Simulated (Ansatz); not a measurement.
Calculated with Ansatz (gas phase, PBE0-D4/def2-TZVP geometries, no zero-point term in ΔE). CCSD(T)/CBS is the MP2 limit (def2-TZVPP, def2-QZVPP) plus CCSD(T) − MP2 in def2-TZVPP, frozen cores. This one scheme is used for every species, atoms too. DFT in def2-TZVPP. B3LYP here is the variant with VWN-RPA as its local correlation; programs differ in this. No spin–orbit coupling; open shells (•) take unrestricted orbitals. Spin–orbit coupling would lower the free atoms: a little for C, F.

Consider the atomization: `C#CC(F)(F)F` → 3 C• + 3 F• + H•.

CCSD(T)/CBS gives +31.92 eV.

(1) Another level gave +21.73 eV. Which?
A. B2PLYP/def2-TZVPP
B. HF/def2-TZVPP
C. B3LYP-D4/def2-TZVPP
D. ωB97M-V/def2-TZVPP

Largest T1 diagnostic among the species: 0.013.

## Answers

(1) B. HF/def2-TZVPP 21.73, B2PLYP 31.73, ωB97M-V 32.12, B3LYP-D4 31.80 eV.

Leaving LDA and LC-ωPBE aside and taking each functional with its dispersion term where it has one, the values, not all of them listed here, spread over 3.72 eV, from BHLYP-D4 to PBE-D4. LDA lies +5.20 eV from PBE without D4, its usual overbinding. From r2SCAN to r2SCAN0 (25 % exact exchange), in def2-TZVPP and without D4, ΔE moves by −1.11 eV: exact exchange takes away binding that semilocal exchange gives to molecules.

For atomizations the MP2-based limit and the directly extrapolated one differ by several kJ/mol either way, and by 10 to 25 for some Ge, Se and Sn compounds, so smaller differences from it don't rank the levels.
